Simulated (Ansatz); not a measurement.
# Si₂+ (doublet): energies up the ladder

Wanted for Si₂+ (doublet): energies up the ladder. Charge +1. Spin multiplicity 2.

Method: the levels named in each step, in Ansatz 0.2.0.

### 1 The starting structure

Bond lengths: Si1–Si2 2.172 Å.

Coordinates:

```xyz
2

Si    0.0000    0.0000    0.0000
Si    0.0000    0.0000    2.1724
```

### 2 A rough first relaxation, PBE-D4/def2-SVP

input.yaml reads:

```yaml
crystal:
  periodic: [false, false, false]
  atoms:
    - { symbol: Si, position_ang: [0.0, 0.0, 0.0] }
    - { symbol: Si, position_ang: [0.0, 0.0, 2.1724] }
magnetization:
  spin_polarized: true
  initial_magnetization: 1
total_charge: 1
basis:
  gaussian: { orbitals: def2-SVP }
hamiltonian:
  xc: pbe
  dispersion: d4
relax:
  f_tol: 0.03
  max_steps: 200
```

Command:

```bash
$ ansatz run input.yaml --threads 2 --pin off --max-ram 5120MiB --backend cpu --events-out ev --progress --plain --runs-dir out
```

The runs that follow: Relaxation, PBE0-D4/def2-TZVPP; Frequencies, PBE0-D4/def2-TZVPP; Single point, PBE-D4/def2-TZVPP; Single point, r2SCAN-D4/def2-TZVPP; Single point, B3LYP-D4/def2-TZVPP; Single point, wB97M-V/def2-TZVPP; Single point, B2PLYP/def2-TZVPP; Single point, LDA/def2-TZVPP; Single point, PBE0-D4/def2-SVP; Single point, PBE-D4/def2-SVP; Single point, CCSD(T)/def2-TZVPP; Single point, CCSD(T)/def2-QZVPP.

**Question.** What will these runs give? Wanted: Si1–Si2 at PBE0-D4/def2-TZVPP; frequencies at PBE0-D4/def2-TZVPP; energy at CCSD(T)/CBS.

As calculated:

| quantity | value |
| --- | --- |
| Si1–Si2 at PBE0-D4/def2-TZVPP | 2.323 Å |
| frequencies at PBE0-D4/def2-TZVPP | 394 cm⁻¹ |
| energy at CCSD(T)/CBS | -15719.941 eV |

What this shows: No mode is imaginary, so the geometry is a minimum. These totals serve in differences with atoms or fragments at the same level; alone they don't rank the methods. A T1 diagnostic of 0.051 (charge +1) lies over the usual mark for one of the runs, a hint of some multireference character there. <S²> exceeds the pure value by up to 1.11: some mean fields break spin symmetry, which blurs their results.
